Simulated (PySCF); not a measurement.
Species: C2H5O, net charge -1, singlet state. It need not be the lowest isomer of its formula. Whether it binds its extra electron was not tested at this geometry. SMILES: [CH2-]CO
Structure (B3LYP-D3(BJ)/def2-TZVP (Ansatz) minimum search):
```xyz
8

C      1.3125    -0.4073    -0.0158
C      0.2123     0.4917    -0.0015
O     -1.3100    -0.1701     0.0147
H     -1.9084     0.5947     0.0230
H      0.1586     1.1153     0.8995
H      0.1380     1.1185    -0.8988
H      1.4819    -0.9885     0.8931
H      1.4609    -0.9852    -0.9305
```
Charge -1, spin multiplicity 1.

Dispersion corrections to the total energy (kcal/mol) from the dftd3 and dftd4 libraries through PySCF: D3(BJ) without and D4 with the three-body term, each with the damping fitted for the functional named.

```csv
functional,D3(BJ),D4
PW6B95,…,-2.31
HF,-20.59,-11.14
CAM-B3LYP,-1.56,-2.15
BP86,-3.28,-3.35
r2SCAN,-0.60,…
TPSS,-2.80,-3.63
B2PLYP,…,-1.85
```

**Question.** Fill in the missing entries.

**Answer.** 
- PW6B95, D3(BJ): -0.95
- r2SCAN, D4: -0.66
- B2PLYP, D3(BJ): -1.66
